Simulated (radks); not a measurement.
# S³⁺ in [Ne] 3s1.75 3p1 4f0.25: an all-electron calculation

An exercise on one series of results from a longer session: the logs are not shown, and one member is left open.

Program: radks (a radial shooting solver on a logarithmic mesh, Libxc functionals) version 1. Level of theory: scalar-relativistic Kohn-Sham, LDA (Slater exchange, Perdew-Wang correlation), spin-polarised, spherical densities, point nucleus; open shells are filled with parallel spins first. These are calculated values, not measurements, unless marked.

### Starting point

```
element       : sulfur (Z = 16)
charge        : +3
electrons     : 13
configuration : [Ne] 3s1.75 3p1 4f0.25
```

Set-up of the first run:

Settings of this run:

```text
Z 16
configuration [Ne] 3s1.75 3p1 4f0.25
relativity scalar-relativistic
functional lda,pw
spin polarised
nucleus point
c 137.035999084
```

Started as:

```sh
python run_ks.py task.json out
```

The same process makes all the runs of this session.

Steps of the session up to this table: Self-consistent calculation.

One table of the session follows, with a row left open; its other results are not shown here.

It belongs to the step «Radial structure». Radial moments (bohr):

```
  level      <r>  outermost maximum (interpolated)  90 % within  nodes
  1s up  0.09715                            0.0635        0.174      0
1s down  0.09714                            0.0635        0.174      0
  2s up   0.4797                             0.389        0.752      1
2s down   0.4793                             0.389        0.751      1
  2p up   0.4414                             0.325        0.736      0
2p down   0.4409                             0.325        0.734      0
  3s up    1.503                              1.33         2.22      2
3s down        ?                                 ?            ?      ?
  3p up    1.632                              1.42         2.46      1
3p down    1.647                              1.42         2.49      1
  4f up    4.608                              4.09         6.77      0
4f down    4.813                              4.27         7.06      0
```

**Question.** Estimate the row for 3s down.

The run gave: <r>: 1.510; outermost maximum (interpolated): 1.33; 90 % within: 2.24; nodes: 2. In the column «<r>» it lies between 3s up (1.503) and 3p up (1.632).
